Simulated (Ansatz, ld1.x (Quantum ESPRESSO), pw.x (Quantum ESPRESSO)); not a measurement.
From atom to crystal: TM potential for aluminium (Al)

aluminium, norm-conserving Troullier–Martins (Kleinman–Bylander form), made with ld1.x (Quantum ESPRESSO) 7.5 (PBE, scalar-relativistic). Core [Ne], reference 3s2 3p0.5 (charge +0.5). Waves: 3s (bound): rc 2.10 bohr; 3p (bound): rc 2.70 bohr; 3d channel at 0.35 Ry: rc 2.25 bohr. Local part: the d channel. Core correction: a·sin(br)/r model core inside 1.70 bohr.

Atomic tests: cutoffs needed: 10 Ry and 30 Ry (the cutoffs (Ry, on a coarse ladder) from which the occupation-weighted sum of valence levels, in a spherical-Bessel basis at the reference potential, stays within 10 and 1 mRy of its value at 400 Ry); ghost test: no extra level below or beside the all-electron valence levels (s, p, d, f tested) (spherical-Bessel basis up to 400 Ry, 20 bohr box); largest excitation error: +16 meV (all-electron minus pseudo) for 3s1 3p0, out of 7 test configurations.

Crystal test: fcc Al in pw.x 7.5, no spin, 14³ k-points, Fermi–Dirac smearing 0.01 Ry, cutoffs 50/200 Ry. The reference is all-electron LAPW (Ansatz 0.2.0) with the same functional, mesh and smearing; V0 and B0 come from Birch–Murnaghan fits to the pressures at five volumes. Errors are pseudo minus all-electron; Δ is the rms difference of the E(V) curves that follow from these fits, minima aligned, over ±6 % about the mean V0. Mesh and smearing are coarse, so the numbers serve the comparison and aren't converged zero-temperature values; the lattice is a test structure that the element need not adopt.

All-electron: a0 = 4.040 Å (V0 = 16.49 Å³/atom), B0 = 76.6 GPa.

Question: How far does the potential miss the all-electron equation of state?

Answer: mean pressure error (GPa): -0.25; a0 (Å): 4.036; a0 error (%): -0.11; B0 error (%): +1.2; Δ (meV/atom): 0.9.

```csv
V (Å³/atom),P all-electron (GPa),P pseudo (GPa)
15.701,4.22,3.96
16.114,1.87,1.61
16.527,-0.17,-0.42
16.940,-1.94,-2.18
17.353,-3.46,-3.70
```

Question: At the middle volume, how do free energy and pressure move when the wave cutoff is lowered (ecutrho kept at four times it)?

Answer:

```json
{"cutoff (Ry)": "22", "shift of F (meV/atom)": "+12.8", "shift of P (GPa)": "-0.37"}
{"cutoff (Ry)": "30", "shift of F (meV/atom)": "+1.7", "shift of P (GPa)": "-0.09"}
{"cutoff (Ry)": "40", "shift of F (meV/atom)": "+0.6", "shift of P (GPa)": "+0.01"}
```

Input at the middle volume:

```
&control
  calculation='scf', prefix='x', pseudo_dir='./', outdir='./tmp', tstress=.true., disk_io='none'
/
&system
  ibrav=0, nat=1, ntyp=1, ecutwfc=50, ecutrho=200, nbnd=8,
  occupations='smearing', smearing='fd', degauss=0.01
/
&electrons
  conv_thr=1e-09, mixing_beta=0.4, electron_maxstep=70
/
ATOMIC_SPECIES
Al 1.0 Al.UPF
CELL_PARAMETERS angstrom
  0.00000000 2.02172157 2.02172157
  2.02172157 0.00000000 2.02172157
  2.02172157 2.02172157 0.00000000
ATOMIC_POSITIONS crystal
Al 0.0000 0.0000 0.0000
K_POINTS automatic
14 14 14 0 0 0
```

```bash
pw.x < Al.scf.in > Al.scf.out
```

Lines of the output:

```
Message from routine setup:
     using ibrav=0 with symmetry is DISCOURAGED, use correct ibrav instead
     lattice parameter (alat)  =       5.4030  a.u.
     unit-cell volume          =     111.5297 (a.u.)^3
     number of electrons       =         3.00
     number of Kohn-Sham states=            8
     kinetic-energy cutoff     =      50.0000  Ry
     charge density cutoff     =     200.0000  Ry
     scf convergence threshold =      1.0E-09
     Exchange-correlation= PBE
     number of k points=   104  Fermi-Dirac smearing, width (Ry)=  0.0100
     iteration #  1     ecut=    50.00 Ry     beta= 0.40
     total energy              =      -4.38665376 Ry
     estimated scf accuracy    <       0.01347380 Ry
     iteration #  2     ecut=    50.00 Ry     beta= 0.40
     total energy              =      -4.38537269 Ry
     estimated scf accuracy    <       0.00447359 Ry
     iteration #  3     ecut=    50.00 Ry     beta= 0.40
     total energy              =      -4.38547503 Ry
     estimated scf accuracy    <       0.00000432 Ry
     iteration #  4     ecut=    50.00 Ry     beta= 0.40
     total energy              =      -4.38547824 Ry
     estimated scf accuracy    <       0.00000049 Ry
     iteration #  5     ecut=    50.00 Ry     beta= 0.40
     total energy              =      -4.38547828 Ry
     estimated scf accuracy    <       0.00000001 Ry
     iteration #  6     ecut=    50.00 Ry     beta= 0.40
     the Fermi energy is     7.9109 ev
!    total energy              =      -4.38547828 Ry
     estimated scf accuracy    <          9.6E-10 Ry
     smearing contrib. (-TS)   =      -0.00208041 Ry
     The total energy is F=E-TS. E is the sum of the following terms:
     one-electron contribution =       2.90432705 Ry
     hartree contribution      =       0.00772144 Ry
     xc contribution           =      -1.89513772 Ry
     ewald contribution        =      -5.40030864 Ry
     convergence has been achieved in   6 iterations
          total   stress  (Ry/bohr**3)                   (kbar)     P=       -4.20
     Message from routine punch:
     Nothing written, as per user request (disk_io='none')
```

The run at the middle volume (104 k-points, 6 iterations) took about 5.3 s on one core of a shared host (Intel(R) Xeon(R) Platinum 8259CL CPU @ 2.50GHz, 96 threads, 755 GiB, load 40).
